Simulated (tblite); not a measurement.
Species: C3H7NS.
Atom-mapped SMILES: `[CH3:1]/[N:2]=[CH:3]/[CH2:4][SH:5]` (hydrogens: H6, H7, H8 on C1; H9 on C3; H10, H11 on C4; H12 on S5)

Computed with GFN2-xTB (tblite), gas phase: Langevin dynamics at 300 K from the optimised GFN2-xTB geometry, time step 0.5 fs, friction 0.01 fs⁻¹, 2000 steps.

Start geometry:
```
atom  x, y, z in Å
C1      1.990    0.549    0.223
N2      0.640    0.300    0.612
C3     -0.094   -0.461   -0.063
C4     -1.506   -0.691    0.332
S5     -2.618    0.058   -0.921
H6      2.112    1.626    0.096
H7      2.641    0.238    1.040
H8      2.285    0.033   -0.700
H9      0.232   -0.961   -0.988
H10    -1.723   -0.249    1.303
H11    -1.756   -1.751    0.326
H12    -2.202    1.309   -0.743
```

The statistics below take the 31 frames saved every 25 fs from 250 to 1000 fs; their kinetic temperature (all 3N coordinates) averages 280 K.

Problem. Give the mean, spread and extremes of the bond lengths.

Solution. 
```json
{"bond": "C1–N2", "start (Å)": "1.427", "mean (Å)": "1.426", "standard deviation (Å)": "0.024", "shortest (Å)": "1.370", "longest (Å)": "1.480"}
{"bond": "N2=C3", "start (Å)": "1.254", "mean (Å)": "1.254", "standard deviation (Å)": "0.015", "shortest (Å)": "1.218", "longest (Å)": "1.281"}
{"bond": "C3–C4", "start (Å)": "1.484", "mean (Å)": "1.493", "standard deviation (Å)": "0.032", "shortest (Å)": "1.448", "longest (Å)": "1.591"}
{"bond": "C4–S5", "start (Å)": "1.835", "mean (Å)": "1.835", "standard deviation (Å)": "0.041", "shortest (Å)": "1.739", "longest (Å)": "1.905"}
{"bond": "C1–H6", "start (Å)": "1.091", "mean (Å)": "1.102", "standard deviation (Å)": "0.037", "shortest (Å)": "1.029", "longest (Å)": "1.171"}
{"bond": "C1–H7", "start (Å)": "1.090", "mean (Å)": "1.092", "standard deviation (Å)": "0.033", "shortest (Å)": "1.024", "longest (Å)": "1.148"}
{"bond": "C1–H8", "start (Å)": "1.098", "mean (Å)": "1.101", "standard deviation (Å)": "0.034", "shortest (Å)": "1.041", "longest (Å)": "1.173"}
{"bond": "C3–H9", "start (Å)": "1.100", "mean (Å)": "1.101", "standard deviation (Å)": "0.023", "shortest (Å)": "1.058", "longest (Å)": "1.151"}
{"bond": "C4–H10", "start (Å)": "1.088", "mean (Å)": "1.099", "standard deviation (Å)": "0.026", "shortest (Å)": "1.036", "longest (Å)": "1.165"}
{"bond": "C4–H11", "start (Å)": "1.090", "mean (Å)": "1.097", "standard deviation (Å)": "0.030", "shortest (Å)": "1.046", "longest (Å)": "1.167"}
{"bond": "S5–H12", "start (Å)": "1.331", "mean (Å)": "1.336", "standard deviation (Å)": "0.041", "shortest (Å)": "1.245", "longest (Å)": "1.428"}
```

Problem. Give the same statistics for bond angles, one of each kind.

Solution. 
```json
{"angle": "N2–C1–H6", "start (°)": "108.1", "mean (°)": "108.8", "standard deviation (°)": "4.8", "smallest (°)": "99.9", "largest (°)": "120.4"}
{"angle": "N2–C1–H8", "start (°)": "113.7", "mean (°)": "114.0", "standard deviation (°)": "3.3", "smallest (°)": "107.3", "largest (°)": "120.2"}
{"angle": "H6–C1–H7", "start (°)": "107.6", "mean (°)": "107.8", "standard deviation (°)": "5.4", "smallest (°)": "95.3", "largest (°)": "115.9"}
{"angle": "H6–C1–H8", "start (°)": "109.6", "mean (°)": "109.1", "standard deviation (°)": "5.3", "smallest (°)": "101.1", "largest (°)": "118.5"}
{"angle": "C1–N2–C3", "start (°)": "120.8", "mean (°)": "122.4", "standard deviation (°)": "3.8", "smallest (°)": "114.2", "largest (°)": "129.6"}
{"angle": "N2–C3–C4", "start (°)": "120.4", "mean (°)": "121.1", "standard deviation (°)": "3.1", "smallest (°)": "113.7", "largest (°)": "127.6"}
{"angle": "N2–C3–H9", "start (°)": "123.7", "mean (°)": "124.6", "standard deviation (°)": "3.1", "smallest (°)": "117.2", "largest (°)": "129.7"}
{"angle": "C4–C3–H9", "start (°)": "115.8", "mean (°)": "113.7", "standard deviation (°)": "2.9", "smallest (°)": "104.1", "largest (°)": "117.6"}
{"angle": "C3–C4–S5", "start (°)": "109.4", "mean (°)": "112.7", "standard deviation (°)": "2.9", "smallest (°)": "106.2", "largest (°)": "119.3"}
{"angle": "C3–C4–H10", "start (°)": "111.4", "mean (°)": "110.3", "standard deviation (°)": "5.3", "smallest (°)": "100.2", "largest (°)": "118.7"}
{"angle": "S5–C4–H10", "start (°)": "108.8", "mean (°)": "108.7", "standard deviation (°)": "4.2", "smallest (°)": "101.8", "largest (°)": "116.5"}
{"angle": "S5–C4–H11", "start (°)": "104.7", "mean (°)": "108.3", "standard deviation (°)": "3.3", "smallest (°)": "102.6", "largest (°)": "115.6"}
{"angle": "H10–C4–H11", "start (°)": "110.7", "mean (°)": "106.1", "standard deviation (°)": "3.0", "smallest (°)": "96.9", "largest (°)": "110.9"}
{"angle": "C4–S5–H12", "start (°)": "95.9", "mean (°)": "94.1", "standard deviation (°)": "4.3", "smallest (°)": "87.4", "largest (°)": "108.6"}
```

Problem. How far does each atom move about its mean position (frames aligned on the start, all atoms weighted alike), and what rms force does it feel?

Solution. 
| atom | rms displacement (Å) | rms force (eV/Å) |
| --- | --- | --- |
| C1 | 0.07 | 2.08 |
| N2 | 0.14 | 1.39 |
| C3 | 0.12 | 1.54 |
| C4 | 0.08 | 1.57 |
| S5 | 0.31 | 1.19 |
| H6 | 0.43 | 1.21 |
| H7 | 0.43 | 1.13 |
| H8 | 0.43 | 1.11 |
| H9 | 0.27 | 0.77 |
| H10 | 0.29 | 0.90 |
| H11 | 0.26 | 0.92 |
| H12 | 0.34 | 0.85 |

The displacements run from 0.07 to 0.43 Å.

Problem. Follow the torsion N2–C3–C4–S5 through every second one of these frames.

Solution. 
```json
{"t (fs)": "250", "N2–C3–C4–S5 (°)": "11"}
{"t (fs)": "300", "N2–C3–C4–S5 (°)": "-20"}
{"t (fs)": "350", "N2–C3–C4–S5 (°)": "-22"}
{"t (fs)": "400", "N2–C3–C4–S5 (°)": "7"}
{"t (fs)": "450", "N2–C3–C4–S5 (°)": "-8"}
{"t (fs)": "500", "N2–C3–C4–S5 (°)": "-23"}
{"t (fs)": "550", "N2–C3–C4–S5 (°)": "-12"}
{"t (fs)": "600", "N2–C3–C4–S5 (°)": "17"}
{"t (fs)": "650", "N2–C3–C4–S5 (°)": "21"}
{"t (fs)": "700", "N2–C3–C4–S5 (°)": "20"}
{"t (fs)": "750", "N2–C3–C4–S5 (°)": "-16"}
{"t (fs)": "800", "N2–C3–C4–S5 (°)": "17"}
{"t (fs)": "850", "N2–C3–C4–S5 (°)": "31"}
{"t (fs)": "900", "N2–C3–C4–S5 (°)": "28"}
{"t (fs)": "950", "N2–C3–C4–S5 (°)": "20"}
{"t (fs)": "1000", "N2–C3–C4–S5 (°)": "23"}
```

Largest departure from the start value over all these frames: N2–C3–C4–S5 135° (start 112°).

Problem. How widely does the potential energy scatter, against a harmonic estimate?

Solution. Mean 0.39 eV above the start, standard deviation 0.103 eV, range 0.17 to 0.59 eV. For 30 classical harmonic modes at 300 K the canonical values are 30kT/2 = 0.39 eV and kT·√(30/2) = 0.100 eV.

The run is classical and short, so these are rough statistics of one trajectory.

What follows is the cost of the whole dynamics run. Time: 6.1 s wall; peak memory 0.18 GiB. Hardware: an Arm Neoverse V2 with one thread, shared host.
